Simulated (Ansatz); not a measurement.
SiH4 (SMILES [SiH4]) moved off its minimum; all values from Ansatz (a quantum-chemistry and plane-wave program), cores frozen in correlated methods.
(charge 0, multiplicity 1)
```xyz
5

Si    -0.04310     0.29160     0.21784
H     -0.26446     1.24626    -0.86285
H     -0.80250     0.12280     1.08302
H      1.34810    -0.24897     0.29834
H     -0.48033    -1.10204    -0.76576
```

```csv
level,largest force (eV/Å),on atom,rms difference from CCSD(T)/aug-cc-pV(T+d)Z (eV/Å),dipole (D)
HF/def2-TZVPP,14.56,Si1,0.273,2.11
PBE/def2-TZVPP,13.47,Si1,0.184,1.43
r2SCAN/def2-TZVPP,13.73,Si1,0.072,1.55
B3LYP/def2-TZVPP,13.70,Si1,0.072,1.65
wB97M-V/def2-TZVPP,13.82,Si1,0.079,1.76
MP2/aug-cc-pV(T+d)Z,14.12,Si1,0.110,1.80
CCSD(T)/aug-cc-pV(T+d)Z,13.87,Si1,0.000,1.68
```

The differences count from one level among others, with limits of its own. Forces at CCSD(T)/aug-cc-pV(T+d)Z (eV/Å):

| atom | Fx | Fy | Fz |
|---|---|---|---|
| Si1 | 7.236 | -2.447 | -11.579 |
| H2 | 0.048 | 0.815 | 0.285 |
| H3 | -7.589 | -0.980 | 9.399 |
| H4 | -0.043 | 0.789 | 0.583 |
| H5 | 0.348 | 1.822 | 1.312 |
